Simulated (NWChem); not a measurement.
System: SiH$_{3}$, doublet; SMILES [SiH3]

Program: NWChem. Pople sets run with spherical d functions. Spin-unrestricted. In the optimisation the excess spin sits in a (C3, its own frame). No stability test was run on the SCF state. Each level has its own optimisation; frequencies are unscaled.

```
level                                 r H–Si (Å)  highest harmonic frequency (cm⁻¹)  lowest (cm⁻¹)  zero-point energy (kcal/mol)
------------------------------------  ----------  ---------------------------------  -------------  ----------------------------
B3LYP/3-21G                                1.499                               2202            707                          13.0
LDA (Slater exchange, VWN5)/def2-SVP       1.506                               2178            681                          12.7
CAM-B3LYP/def2-SVP                         1.489                               2258            772                          13.4
UHF/6-31G*                                 1.475                               2382            869                          14.3
PBE0-D3(BJ)/def2-TZVP                      1.486                                ___            ___                          13.3
```

### Question
Some entries are withheld; supply them.

### Answer

- PBE0-D3(BJ)/def2-TZVP, highest harmonic frequency (cm⁻¹): 2242
- PBE0-D3(BJ)/def2-TZVP, lowest (cm⁻¹): 747
